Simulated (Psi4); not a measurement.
A dimer, C2H4 ··· CH4O (SMILES C=C and CO), singlet; the first 6 atoms form monomer A.

```
12

C      0.6447    -0.1129     0.1012
C     -0.6447     0.1129    -0.1012
H      1.0175    -1.0974     0.3567
H      1.3812     0.6774     0.0197
H     -1.3811    -0.6774    -0.0196
H     -1.0175     1.0974    -0.3567
C      0.5000    -0.9896    -3.6087
O      0.0251    -1.9729    -2.6999
H     -0.1582    -0.1147    -3.6528
H      1.5151    -0.6568    -3.3648
H      0.5189    -1.4543    -4.5935
H     -0.0029    -1.5900    -1.8177
```

Question: What interaction energy does Psi4 with SAPT0/jun-cc-pVDZ, frozen core give, and which attractive term is the largest?

Answer: Total -1.69 kcal/mol: electrostatics -3.58, exchange 4.92, induction -1.08, dispersion -1.96. The most attractive term is electrostatics.
